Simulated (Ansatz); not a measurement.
Cost and result for the atomization energy of C$_{4}$H$_{5}$F (`CC1C=C1F`) (10 atoms, 10 bonds).

Cartesian coordinates in Å:
```
C -0.941 0.751 0.472
C -0.222 -0.472 -0.041
C 0.905 -0.360 -1.099
C 1.220 -0.662 0.105
F 2.164 -0.943 0.968
H -1.326 0.586 1.482
H -0.270 1.613 0.499
H -1.792 1.000 -0.168
H -0.857 -1.362 -0.088
H 1.119 -0.149 -2.131
```

Total charge 0; spin multiplicity 1. Geometry: relaxed with PBE0-D4/def2-TZVP. Program: Ansatz. All runs use 2 threads of an Arm Neoverse V1 on a shared host. Times are those of one run each, without the atoms' runs, and a repeat can differ threefold. Electronic energies, without spin–orbit coupling; frozen cores. CCSD(T)/CBS adds CCSD(T) − MP2 in def2-TZVPP to the MP2 limit, and its time is that of the two runs behind it. T1 = 0.011. B3LYP takes the VWN-RPA correlation (the form of Gaussian; ORCA's B3LYP/G). HSE06 is the plane-wave form, built on full-range PBE exchange.

CCSD(T)/CBS is a level of theory with its own doubt, some kJ/mol a heavy atom from the limit and from the frozen cores, so smaller differences don't rank the functionals.

```tsv
level	functions	wall time
LDA (SPW92)/def2-TZVPP	225	1.6 s
PBE-D4/def2-TZVPP (with forces)	225	3.5 s
HSE06-D4/def2-TZVPP	225	3.7 s
CAM-B3LYP-D4/def2-TZVPP	225	3.9 s
B3LYP-D4/def2-TZVPP (with forces)	225	5.5 s
r2SCANh-D4/def2-TZVPP	225	6 s
CCSD(T)/def2-SVP	95	6 s
r2SCAN-D4/def2-TZVPP (with forces)	225	6.5 s
B2PLYP/def2-TZVPP	225	7 s
ωB97M-V/def2-TZVPP (with forces)	225	14 s
MP2/def2-QZVPP	435	27 s
CCSD(T)/def2-TZVPP	225	2.5 min
CCSD(T)/CBS(def2)	–	3 min
```

Problem. What atomization energy does each give, and how far from CCSD(T)/CBS? (An estimate is asked.)

Solution. Ansatz gave: 
| level | atomization (kJ/mol) | difference from CCSD(T)/CBS | per bond |
| --- | --- | --- | --- |
| LDA (SPW92)/def2-TZVPP | 4803.5 | 703.2 | 70.3 |
| PBE-D4/def2-TZVPP (with forces) | 4268.8 | 168.5 | 16.9 |
| HSE06-D4/def2-TZVPP | 4173.7 | 73.4 | 7.3 |
| CAM-B3LYP-D4/def2-TZVPP | 4129.9 | 29.6 | 3.0 |
| B3LYP-D4/def2-TZVPP (with forces) | 4110.9 | 10.6 | 1.1 |
| r2SCANh-D4/def2-TZVPP | 4106.3 | 6.0 | 0.6 |
| CCSD(T)/def2-SVP | 3948.8 | -151.5 | -15.1 |
| r2SCAN-D4/def2-TZVPP (with forces) | 4136.0 | 35.7 | 3.6 |
| B2PLYP/def2-TZVPP | 4075.9 | -24.4 | -2.4 |
| ωB97M-V/def2-TZVPP (with forces) | 4125.8 | 25.5 | 2.6 |
| MP2/def2-QZVPP | 4162.9 | 62.6 | 6.3 |
| CCSD(T)/def2-TZVPP | 4001.1 | -99.2 | -9.9 |
| CCSD(T)/CBS(def2) | 4100.3 | 0.0 | 0.0 |

The D4 term adds +25.4 kJ/mol with B3LYP and +13.2 kJ/mol with PBE0; it sums over pairs of atoms, weighted by their polarisabilities, and B3LYP, whose exchange is more repulsive, gets the larger term. At CCSD(T), def2-SVP lies −151.5 kJ/mol from the extrapolated value and def2-TZVPP −99.2 kJ/mol: correlation converges slowly with the basis, and small sets miss more of it in the bonded molecule than in its fragments. In def2-TZVPP, CCSD(T) changes the Hartree–Fock value by +1043.4 kJ/mol (the triples alone add +73.0 kJ/mol) and MP2 by +1146.8 kJ/mol; breaking electron pairs costs correlation energy, which Hartree–Fock lacks.
